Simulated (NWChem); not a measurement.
All runs are NWChem calculations. System: ammonia (H$_{3}$N), charge 0, spin multiplicity 1, at a geometry optimised with PBE/def2-SVP. Level: TD-PBE/def2-SVPD.

Job file:

```
start mol
memory heap 200 mb stack 900 mb global 1100 mb
geometry units angstroms nocenter noautoz
  N      0.001600     0.128256     0.000000
  H     -0.472755    -0.293412     0.812430
  H     -0.472755    -0.293412    -0.812430
  H      0.934306    -0.310965     0.000000
  symmetry group Cs
end
basis spherical
  * library def2-svpd
end
dft
  xc xpbe96 cpbe96
  semidirect memsize 60000000 filesize 0
  iterations 100
end
tddft
  rpa
  nroots 8
  notriplet
  thresh 1e-4
end
task tddft energy
```

NWChem printed:

```
             Northwest Computational Chemistry Package (NWChem) 7.3.0
             --------------------------------------------------------

                                NWChem Input Module
                                -------------------

 Scaling coordinates for geometry "geometry" by  1.889725989
 (inverse scale =  0.529177249)

 Turning off AUTOSYM since
 SYMMETRY directive was detected!

                             Geometry "geometry" -> ""
                             -------------------------

 Output coordinates in angstroms (scale by  1.889725989 to convert to a.u.)

  No.       Tag          Charge          X              Y              Z
 ---- ---------------- ---------- -------------- -------------- --------------
    1 N                    7.0000     0.00160000     0.12825600     0.00000000
    2 H                    1.0000    -0.47275500    -0.29341200     0.81243000
    3 H                    1.0000    -0.47275500    -0.29341200    -0.81243000
    4 H                    1.0000     0.93430600    -0.31096500     0.00000000

 Effective nuclear repulsion energy (a.u.)      11.7561354315

            Nuclear Dipole moment (a.u.)
            ----------------------------
        X                 Y               Z
 ---------------- ---------------- ----------------
    -0.0000075589     0.0000056692     0.0000000000

      Symmetry information
      --------------------

 Group name             Cs
 Group number              2
 Group order               2
 No. of unique centers     3

      Symmetry unique atoms

     1    2    4


 Summary of "ao basis" -> "" (spherical)
 ------------------------------------------------------------------------------
       Tag                 Description            Shells   Functions and Types
 ---------------- ------------------------------  ------  ---------------------
 *                         def2-svpd                  on all atoms

  pbe96 is a nonlocal functional; adding pw91lda local functional.

                                 NWChem DFT Module
                                 -----------------

 Summary of "ao basis" -> "ao basis" (spherical)
[...]
            d_CD1 =   1.9866 Angstrom
            d_CD2 =  -0.5672 Angstrom
            d_CD3 =   3.3861 Angstrom
     Pearson C.C. =   0.0003

     Occ.    5  a'  ---  Virt.   10  a'   0.99791 X
  ----------------------------------------------------------------------------
  Root   6 singlet a'             0.409732835 a.u.               11.1494 eV
  ----------------------------------------------------------------------------
     Transition Moments    X  0.00437   Y  0.35020   Z -0.00000
     Transition Moments   XX -0.06120  XY -0.01829  XZ  0.00000
     Transition Moments   YY -1.52710  YZ  0.00000  ZZ -0.06096
     Dipole Oscillator Strength                    0.0335040403
     Electric Quadrupole                           0.0000002625
     Magnetic Dipole                               0.0000000000
     Total Oscillator Strength                     0.0335043029

          sigma_e =   2.0822 Angstrom
          sigma_h =   0.9941 Angstrom
         |d_h->e| =   0.9568 Angstrom
            d_exc =   2.4986 Angstrom
            d_CD1 =   2.0449 Angstrom
            d_CD2 =  -0.5814 Angstrom
            d_CD3 =   3.4554 Angstrom
     Pearson C.C. =  -0.0009

     Occ.    3  a'  ---  Virt.    8  a'   0.16716 X
     Occ.    4  a"  ---  Virt.    7  a"   0.16716 X
     Occ.    5  a'  ---  Virt.   11  a'   0.94903 X
     Occ.    5  a'  ---  Virt.   14  a'   0.19792 X
  ----------------------------------------------------------------------------
  Root   7 singlet a"             0.420524385 a.u.               11.4431 eV
  ----------------------------------------------------------------------------
     Transition Moments    X  0.00001   Y -0.00000   Z -0.62498
     Transition Moments   XX  0.00000  XY -0.00001  XZ  0.46187
     Transition Moments   YY  0.00000  YZ  0.51586  ZZ -0.00000
     Dipole Oscillator Strength                    0.1095044931
     Electric Quadrupole                           0.0000001899
     Magnetic Dipole                               0.0000000223
     Total Oscillator Strength                     0.1095047052

          sigma_e =   2.1678 Angstrom
          sigma_h =   0.9957 Angstrom
         |d_h->e| =   0.5618 Angstrom
            d_exc =   2.4616 Angstrom
            d_CD1 =   1.7339 Angstrom
            d_CD2 =  -1.0199 Angstrom
            d_CD3 =   3.0235 Angstrom
     Pearson C.C. =  -0.0123

     Occ.    4  a"  ---  Virt.    6  a'  -0.98823 X
     Occ.    5  a'  ---  Virt.   13  a"   0.13511 X
  ----------------------------------------------------------------------------
  Root   8 singlet a'             0.420525008 a.u.               11.4431 eV
  ----------------------------------------------------------------------------
     Transition Moments    X -0.62493   Y  0.00779   Z -0.00001
     Transition Moments   XX -0.44231  XY  0.52709  XZ  0.00000
     Transition Moments   YY -0.01308  YZ  0.00001  ZZ  0.45540
     Dipole Oscillator Strength                    0.1095030919
     Electric Quadrupole                           0.0000001899
     Magnetic Dipole                               0.0000000223
     Total Oscillator Strength                     0.1095033040

          sigma_e =   2.1678 Angstrom
          sigma_h =   0.9957 Angstrom
         |d_h->e| =   0.5618 Angstrom
            d_exc =   2.4616 Angstrom
            d_CD1 =   1.7339 Angstrom
            d_CD2 =  -1.0199 Angstrom
            d_CD3 =   3.0235 Angstrom
     Pearson C.C. =  -0.0123

     Occ.    3  a'  ---  Virt.    6  a'  -0.98823 X
     Occ.    5  a'  ---  Virt.   12  a'   0.13511 X

              Target root =      1
          Target symmetry = none
      Ground state energy =    -56.448201519023
        Excitation energy =      0.241301975320
     Excited state energy =    -56.206899543703

  stored tddft:energy   -56.206899543702839

 Task  times  cpu:        9.6s     wall:        9.6s

 Total times  cpu:        9.6s     wall:        9.6s
```
